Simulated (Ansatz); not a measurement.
**What a trial cell of Pt2Br3 relaxes into**

All numbers below come from Ansatz 0.2.0, DFT PBE, scalar-relativistic, plane waves, PAW.

The start is a random cell of Pt2Br3 with space group P-6m2 (No. 187), drawn with lower limits on the distances.

Input of the last, converged step (default PAW datasets):

```yaml
crystal:
  lattice:
    - [6.0082857629, 0.0, 0.0]
    - [-3.0041428814, 5.2033281039, 0.0]
    - [0.0, 0.0, 4.8753330411]
  atoms:
    - { symbol: Pt, position: [0.0, 0.0, 0.2491158483] }
    - { symbol: Pt, position: [0.0, 0.0, 0.7508841517] }
    - { symbol: Br, position: [0.0, 0.5, 0.5] }
    - { symbol: Br, position: [0.5, 0.5, 0.5] }
    - { symbol: Br, position: [0.5, 0.0, 0.5] }
basis:
  ecutwfc: 420
kpoints:
  mp_grid: { grid: [6, 6, 8] }
hamiltonian:
  xc: pbe
scf:
  occupations: { method: gaussian, width: 0.1 }
output:
  forces: true
  stress: true
  eigenvalues: true
relax:
  adjacent_minimum: "off"
  f_tol: 0.01
  max_steps: 80
  cell: { stress_tol: 0.05 }
```

Launched as:

```bash
ansatz run input.yaml --threads 1 --pin off --max-ram 2560MiB --backend cpu --events-out ev --progress --plain --runs-dir out
```

It took 41 s on 1 thread of Arm Neoverse V1, on a shared host, peak memory 0.47 GiB.

The program printed at the end:

```
SCF converged after 6 iterations
Free energy (F): -33390.196886 eV
Harris-Foulkes:  -33390.196886 eV  (|F-HF|=1.46e-11)
Internal energy: -33390.160938 eV  (E = F + TS)
E sigma→0 (E₀):  -33390.178912 eV
Entropy (-TS):   -0.035948 eV (-7.190 meV/atom)
Fermi energy:    5.326685 eV
--- Per-component energies (eV) ---
  E_band       = -883.488592
  E_kinetic    = 1666.875219
  E_local      = -7640.220840  (includes V_loc(G=0)·N_el)
  E_nonlocal   = 614.936898
  E_hartree    = 2996.837891
  E_xc         = -1306.106628
  E_vxc        = -902.015566  (∫ρ·V_xc dr)
  E_paw        = -25651.250971  (= ΣΔE_a)
  E_vpaw       = -616.740104  (= ΣTr[D̂ρ^β])
  E_aug_tail   = 0.000367  (compensation charges beyond the density's cutoff)
  E_ewald      = -4071.232874
  E_smearing   = -0.035948  (= −TS)
  E_closure    =  0.000000  (closes the sum)
  Σ components = -33390.196886   (vs F -33390.196886, Δ=0.00e0)
--- Forces (eV/Å), atoms counted from 1 ---
  atom   1  Pt     0.00000000     0.00000000    -0.00520953
  atom   2  Pt     0.00000000     0.00000000     0.00520953
  atom   3  Br     0.00000000     0.00000000     0.00000000
  atom   4  Br     0.00000000     0.00000000     0.00000000
  atom   5  Br     0.00000000     0.00000000     0.00000000
  max |Σ_I F_I| component: 5.78e-19 eV/Å
--- Stress (GPa, compression-positive) ---
        0.003774       0.000000       0.000000
        0.000000       0.003774       0.000000
        0.000000       0.000000       0.022896
  P = ⅓ Tr σ = 0.0101 GPa (0.101 kbar)
--- Relaxed structure (3 steps of the walk, 3 accepted, 1 SCFs on fresh bases) ---
  F+E_penalty+E_count = -33390.19688604 eV   max|allowed force component| = 5.210e-3 eV/Å   (the final SCF, on the basis selected at the relaxed cell)
  cell:  # Å, volume = 152.0869 Å³
    - [6.016578, 0.000000, 0.0]
    - [-3.008289, 5.210509, 0.0]
    - [0.0, 0.0, 4.851344]
  atoms:
    - { symbol: Pt, position: [0.000000, 0.000000, 0.248449] }
    - { symbol: Pt, position: [0.000000, 0.000000, 0.751551] }
    - { symbol: Br, position: [0.000000, 0.5, 0.5] }
    - { symbol: Br, position: [0.500000, 0.5, 0.5] }
    - { symbol: Br, position: [0.5, 0.0, 0.5] }
```

Absolute energies hang on the potentials; compare differences alone.

The result has space group P6/mmm (No. 191). Around Pt lie 2 Pt at 2.41–2.44 Å; Br is coordinated by 4 Br at 3.01 Å and 4 Pt at 3.25 Å.

Against the elements it lies at 1.08 eV/atom. Formation energies are uncorrected and refer to the elements' standard structures at the same level.

For metals, differences of a few meV/atom aren't resolved. Spin–orbit coupling is left out.

A structure relaxed within its symmetry needn't be a true minimum.